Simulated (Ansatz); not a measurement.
## Pulling the pair apart

The pair of HCl (SMILES Cl, atoms 1–2) and Cl2 (SMILES ClCl, atoms 3–4), both closed shells, in one local arrangement (a lower one may exist), relaxed at PBE0-D4/def2-TZVP:

```tsv
atom	x (Å)	y (Å)	z (Å)
Cl1	0.1614	0.4911	-2.1977
H2	-0.0012	-0.1329	-1.0886
Cl3	-0.2625	-1.0711	1.2515
Cl4	0.1022	0.7130	2.0347
```

Cl2 is shifted rigidly along the line between the mean atom positions of the two fragments (negative: closer). Counterpoise interaction energies in kcal/mol. Ansatz 0.2.0; basis: def2-TZVPPD; cores frozen in the correlated methods. B3LYP uses VWN-RPA correlation.

```
shift (Å)  wB97M-V  B3LYP-D4  r2SCAN-D4
    -0.38     0.11     -0.32      -0.55
    -0.19    -0.94     -1.28      -1.31
     0.00    -1.25     -1.52      -1.46
     0.19    -1.23     -1.44      -1.35
     0.46    -1.01     -1.15      -1.07
     0.95    -0.60     -0.64      -0.61
     1.91    -0.21     -0.20      -0.21
     3.81    -0.04     -0.04      -0.04
```

(1) What does CCSD(T) give at these shifts? (An estimate is asked for; the value comes from the calculation.)

T1 diagnostic: at most 0.009.

Results:

(1) By the calculation: 0.68, -0.53, -0.97, -1.06, -0.93, -0.59, -0.21, -0.04 kcal/mol. For zero shift, CCSD(T) at an estimated basis limit (MP2 extrapolated from triple and quadruple zeta, plus CCSD(T) − MP2 in triple zeta) gives -1.39 kcal/mol. These are counterpoise interaction energies, counted from the two frozen fragments.

For scale, one of the runs: CCSD(T)/def2-TZVPPD, 170 basis functions, launched by `ansatz run in.yaml --threads 2 --pin off --events-out ev --progress --plain --max-ram 5222MiB`. Hardware: 2 CPU threads of an Arm Neoverse V1, shared host. Wall time 31 s; peak host memory 1.3 GiB.
